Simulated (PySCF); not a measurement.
# doublet [C2H4F2]−: levels of theory compared

Wanted: a comparison of 6 runs (U-wB97X/def2-SVPD, UB3LYP/def2-SVPD, UBHLYP/def2-SVPD, UCAM-B3LYP/def2-SVPD, UM06-L/def2-SVPD, UTPSS/def2-SVPD) of doublet [C2H4F2]−. 

The results are computed with PySCF 2.14.0.

### Step 1. The molecule

[C2H4F2]−: 8 atoms, total charge -1, spin state doublet. SMILES of the parent species: `FCCF`. The coordinates come from a PBE0-D4/def2-TZVP relaxation. This is one conformer, not always the lowest. That shape belongs to the parent species and isn't relaxed for this state.

Bond lengths: F1–C2 1.378 Å, C2–C3 1.498 Å, C3–F4 1.378 Å, C2–H5 1.094 Å, C2–H6 1.095 Å, C3–H7 1.095 Å, C3–H8 1.094 Å. Some angles: F1–C2–C3 110.9°, C2–C3–F4 110.9°, F1–C2–H5 108.2°, F1–C2–H6 108.3°, C3–C2–H5 110.5°, C3–C2–H6 109.4°, C2–C3–H7 109.4°, C2–C3–H8 110.5°, F4–C3–H7 108.3°, F4–C3–H8 108.2°.

### Step 2. The energy at U-wB97X/def2-SVPD (run 1)

Input file calc.py:

```python
from pyscf import gto, dft

molecule = gto.Mole()
molecule.atom = '''
F       -1.312370       0.775570       0.874010
C       -0.115750       0.716060       0.193200
C        0.217900      -0.696080      -0.177380
F       -0.618130      -1.153280      -1.172850
H       -0.201180       1.337840      -0.702830
H        0.670250       1.117960       0.841860
H        1.248900      -0.742470      -0.544780
H        0.110390      -1.355610       0.688780
'''
molecule.verbose = 3
molecule.max_memory = 1860
molecule.basis = 'def2-svpd'
molecule.charge = -1
molecule.spin = 1
molecule.build()

mf = dft.UKS(molecule, xc='wb97x')
mf.grids.level = 5
mf.conv_tol = 1e-10
mf.kernel()
if not mf.converged:
    mf = mf.newton().run(mf.mo_coeff, mf.mo_occ)

e_tot = mf.e_tot
print('E = %.10f Eh' % e_tot)
```

Run with:

```bash
$ OMP_NUM_THREADS=1 python calc.py
```

The log of the run:

```text
WARN: HOMO 0.064795453379753 >= LUMO 0.0647954533797517

converged SCF energy = -277.951489507656  <S^2> = 0.75082479  2S+1 = 2.0008246
E = -277.9514895077 Eh
```

Run time: 74 s. Hardware: 1 thread of Arm Neoverse V2, shared host; peak memory 0.67 GiB.

### Step 3. A single-point energy at UB3LYP/def2-SVPD (run 2)

Input file input.py:

```python
from pyscf import gto, dft

mol = gto.Mole()
mol.atom = '''
F   -1.312370   0.775570   0.874010
C   -0.115750   0.716060   0.193200
C    0.217900  -0.696080  -0.177380
F   -0.618130  -1.153280  -1.172850
H   -0.201180   1.337840  -0.702830
H    0.670250   1.117960   0.841860
H    1.248900  -0.742470  -0.544780
H    0.110390  -1.355610   0.688780
'''
mol.verbose = 3
mol.spin = 1
mol.basis = 'def2-svpd'
mol.max_memory = 1860
mol.charge = -1
mol.build()

mf = dft.UKS(mol, xc='b3lyp')
mf.conv_tol = 1e-10
mf.grids.level = 5
mf.kernel()
if not mf.converged:
    mf = mf.newton().run(mf.mo_coeff, mf.mo_occ)

e_tot = mf.e_tot
print('E(%s) = %.9f' % ('B3LYP', e_tot))
```

Run with:

```bash
$ OMP_NUM_THREADS=1 python input.py
```

The log of the run:

```text
WARN: HOMO -0.00355130218366106 >= LUMO -0.00355130218365929

converged SCF energy = -278.040194379069  <S^2> = 0.75026224  2S+1 = 2.0002622
E(B3LYP) = -278.040194379
```

It took 47 s on 1 thread of Arm Neoverse V2, shared host; peak memory 0.67 GiB.

### Step 4. A single-point energy at UBHLYP/def2-SVPD (run 3)

Input file run.py:

```python
from pyscf import gto, dft

system = gto.Mole()
system.atom = '''
F       -1.312370       0.775570       0.874010
C       -0.115750       0.716060       0.193200
C        0.217900      -0.696080      -0.177380
F       -0.618130      -1.153280      -1.172850
H       -0.201180       1.337840      -0.702830
H        0.670250       1.117960       0.841860
H        1.248900      -0.742470      -0.544780
H        0.110390      -1.355610       0.688780
'''
system.max_memory = 1860
system.charge = -1
system.basis = 'def2-svpd'
system.spin = 1
system.verbose = 3
system.build()

mf = dft.UKS(system)
mf.xc = 'bhandhlyp'
mf.grids.level = 5
mf.conv_tol = 1e-10
mf.kernel()
if not mf.converged:
    mf = mf.newton().run(mf.mo_coeff, mf.mo_occ)

e_tot = mf.e_tot
print('E = %.10f Eh' % e_tot)
```

Run with:

```bash
$ OMP_NUM_THREADS=1 python run.py
```

The log of the run:

```text
converged SCF energy = -277.900525022037  <S^2> = 0.75040962  2S+1 = 2.0004096
E = -277.9005250220 Eh
```

Wall time 46 s (1 thread of Arm Neoverse V2, shared host); peak memory 0.67 GiB.

Runs 4 to 5 aren't shown in full; the table further down has their settings and results.

### Step 5. The energy at UTPSS/def2-SVPD (run 6)

run.py: that of step 4 with these lines changed.

```diff
@@ -13,7 +13,7 @@
 '''
+system.charge = -1
+system.verbose = 3
+system.spin = 1
 system.max_memory = 1860
-system.charge = -1
 system.basis = 'def2-svpd'
-system.spin = 1
-system.verbose = 3
 system.build()
@@ -21,5 +21,5 @@
 mf = dft.UKS(system)
-mf.xc = 'bhandhlyp'
+mf.xc = 'tpss'
+mf.conv_tol = 1e-10
 mf.grids.level = 5
-mf.conv_tol = 1e-10
 mf.kernel()
@@ -29,2 +29,2 @@
 e_tot = mf.e_tot
-print('E = %.10f Eh' % e_tot)
+print('Final energy', e_tot)
```

Run with:

```bash
$ OMP_NUM_THREADS=1 python run.py
```

The log of the run:

```text
WARN: HOMO -0.0122875104957956 >= LUMO -0.0122875104957951

converged SCF energy = -278.060626943436  <S^2> = 0.75021653  2S+1 = 2.0002165
Final energy -278.06062694343564
```

Wall time 1.9 min (1 thread of Arm Neoverse V2, shared host); peak memory 0.71 GiB.

### Step 6. Overview of the runs

| run | level | energy (Eh) | HOMO energy (eV) | LUMO energy (eV) | ⟨S²⟩ | wall time |
| --- | --- | --- | --- | --- | --- | --- |
| 1 | U-wB97X/def2-SVPD | -277.951490 | 2.17 | 6.52 | 0.751 | 74 s |
| 2 | UB3LYP/def2-SVPD | -278.040194 | 3.17 | 4.35 | 0.750 | 47 s |
| 3 | UBHLYP/def2-SVPD | -277.900525 | 2.89 | 5.07 | 0.750 | 46 s |
| 4 | UCAM-B3LYP/def2-SVPD | -277.941709 | 2.54 | 5.19 | 0.750 | 67 s |
| 5 | UM06-L/def2-SVPD | -277.967772 | 3.82 | 4.75 | 0.752 | 2.3 min |
| 6 | UTPSS/def2-SVPD | -278.060627 | 3.51 | 3.88 | 0.750 | 1.9 min |

### Step 7. Summary of results

| quantity | value |
| --- | --- |
| run 6: total energy | -278.06063 Eh |
| run 6: HOMO energy (highest over α and β) | 3.51 eV |
| run 6: LUMO energy (lowest over α and β) | 3.88 eV |
| run 6: ⟨S²⟩ | 0.750 |

What this shows: Totals of different functionals can't be ranked against each other. In runs 1, 2, 3, 4, 5, 6 the HOMO lies above zero, so the outermost electron may be held by the basis alone. All runs together took 8 min, the longest 2.3 min.
